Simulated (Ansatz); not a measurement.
Geometry optimisation, RKS PBE0-D4/def2-SVP (Ansatz 0.2.0).

Input:

```yaml
crystal:
  periodic: [false, false, false]
  atoms:
    - { symbol: Al, position_ang: [0.323831, -0.135188, -0.008428] }
    - { symbol: C, position_ang: [1.011499, -0.090397, 1.804325] }
    - { symbol: H, position_ang: [0.485146, -0.263016, 2.759619] }
    - { symbol: H, position_ang: [1.888622, -0.763373, 1.76516] }
    - { symbol: H, position_ang: [1.432832, 0.93517, 1.801279] }
    - { symbol: H, position_ang: [1.753942, 0.301909, -0.416837] }
    - { symbol: O, position_ang: [-1.117706, -0.363306, -0.869505] }
    - { symbol: H, position_ang: [-2.000064, -0.468498, -0.511113] }
basis:
  gaussian: { orbitals: def2-SVP }
hamiltonian:
  xc: pbe0
  dispersion: d4
relax:
  f_tol: 0.03
  max_steps: 50
```

Command:

```bash
$ ansatz run input.yaml --threads 1 --pin off --max-ram 2048MiB --backend cpu --events-out ev --progress --plain --runs-dir out
```

Problem. Where does it end, and by what steps?

Solution. The run converged. After 8 steps the energy has fallen by 0.710 eV; H6 moved furthest, 0.79 Å.

| step | energy less start (eV) | largest force component (eV/Å) | accepted |
| --- | --- | --- | --- |
| 0 | 0.0000 | 1.695 | yes |
| 1 | -0.3330 | 0.841 | yes |
| 2 | -0.5137 | 0.466 | yes |
| 3 | -0.6396 | 0.416 | yes |
| 4 | -0.6829 | 0.721 | yes |
| 5 | -0.7077 | 0.092 | yes |
| 6 | -0.7086 | 0.150 | yes |
| 7 | -0.7094 | 0.036 | yes |
| 8 | -0.7096 | 0.011 | yes |

```xyz
8
Properties=species:S:1:pos:R:3
Al 0.574 -0.027 -0.079
C 1.000 -0.068 1.826
H 0.145 -0.329 2.470
H 1.806 -0.794 2.027
H 1.380 0.914 2.157
H 1.650 0.274 -1.203
O -0.995 -0.308 -0.690
H -1.782 -0.507 -0.182
```

Time of the run: 22 s on 1 thread of Arm Neoverse V1, with other jobs on the host, peak memory 0.14 GiB.
